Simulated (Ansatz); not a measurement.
# P2H4 (SMILES PP): one structure at several levels

An exercise on one series of results from a longer session: the logs are not shown, and one member is left open.

The runs use Ansatz 0.2.0, Gaussian basis; single points in def2-TZVPP.

Cores are frozen in the correlated methods.

**The system as given**

SMILES `PP`, 6 atoms, charge 0, spin multiplicity 1.

Atoms are counted from 1 here; the program's logs count them from 0.

Bond lengths: P1–P2 2.096 Å, P1–H3 1.436 Å, P1–H4 1.420 Å, P2–H5 1.333 Å, P2–H6 1.449 Å. Angles: P2–P1–H3 93.0°, P2–P1–H4 94.6°, H3–P1–H4 91.0°, P1–P2–H5 93.5°, P1–P2–H6 92.3°, H5–P2–H6 90.7°.

As a file:

```xyz
6
H4P2
P     0.3556   -0.9744   -0.0603
P    -0.3589    0.9931    0.0537
H    -0.5542   -1.4440    0.9470
H    -0.5425   -1.3632   -1.0894
H     0.4680    1.4344   -0.8947
H     0.6031    1.3440    1.0796
```

Set-up of the first run:

run/in.yaml reads:

```yaml
crystal:
  periodic: [false, false, false]
  atoms:
    - {symbol: P, position_ang: [0.355600, -0.974400, -0.060300]}
    - {symbol: P, position_ang: [-0.358900, 0.993100, 0.053700]}
    - {symbol: H, position_ang: [-0.554200, -1.444000, 0.947000]}
    - {symbol: H, position_ang: [-0.542500, -1.363200, -1.089400]}
    - {symbol: H, position_ang: [0.468000, 1.434400, -0.894700]}
    - {symbol: H, position_ang: [0.603100, 1.344000, 1.079600]}
basis:
  gaussian: {orbitals: def2-TZVPP}
correlation: {method: ccsd_t}
output: {forces: true}
```

No record of the launch command was kept for these runs.

Steps of the session up to this table: CCSD(T)/def2-TZVPP; PBE0-D4/def2-TZVPP; wB97M-V/def2-TZVPP; r2SCAN-D4/def2-TZVPP; PBE-D4/def2-TZVPP; B97M-V/def2-TZVPP; CAM-B3LYP-D4/def2-TZVPP.

One table of the session follows, with a row left open; its other results are not shown here.

| method | RMS force component (eV/Å) | angle to CCSD(T) forces (°) | dipole (D) |
| --- | --- | --- | --- |
| CCSD(T) | 1.035 | reference | 0.13 |
| PBE0-D4 | 0.999 | 5.8 | 0.13 |
| wB97M-V | 0.994 | 2.5 | 0.14 |
| r2SCAN-D4 | ? | ? | ? |
| PBE-D4 | 1.076 | 12.8 | 0.12 |
| B97M-V | 0.979 | 6.5 | 0.14 |
| CAM-B3LYP-D4 | 0.981 | 3.9 | 0.13 |

Estimate the missing values for r2SCAN-D4.

The run gave: RMS force component (eV/Å): 1.009; angle to CCSD(T) forces (°): 5.6; dipole (D): 0.13. In the column «RMS force component (eV/Å)» it lies between PBE0-D4 (0.999) and CCSD(T) (1.035).
